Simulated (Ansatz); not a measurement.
Results of PBEsol in Ansatz (plane waves, PAW) for antifluorite Mg2Ge.

Numerical settings: plane-wave cutoff 520 eV, 10×10×10 k mesh, Fermi–Dirac smearing 0.01 eV, scalar-relativistic PAW data made under PBE.

The cell has the measured lattice: a = b = c = 6.3849 Å, α = β = γ = 90.00°.

### Question
Predict the band gap and smallest direct gap on the k points sampled.

### Answer

* **band gap**: 0.09 eV (indirect)
* **smallest direct gap on the k points sampled**: 0.98 eV

Measured, for comparison: band gap 0.74 eV (temperature not stated, not corrected to a static lattice, indirect, Γ–X; as tabulated in Ryu et al. (2019), arXiv:1905.06140).

Note: cell and atoms aren't relaxed at this level (pressure -0.5 GPa).

Spin–orbit coupling is not included; it can close the smallest gap of 0.09 eV.

Cost on a shared machine: around 10 core-seconds (rough).

Ansatz is an electronic-structure program.
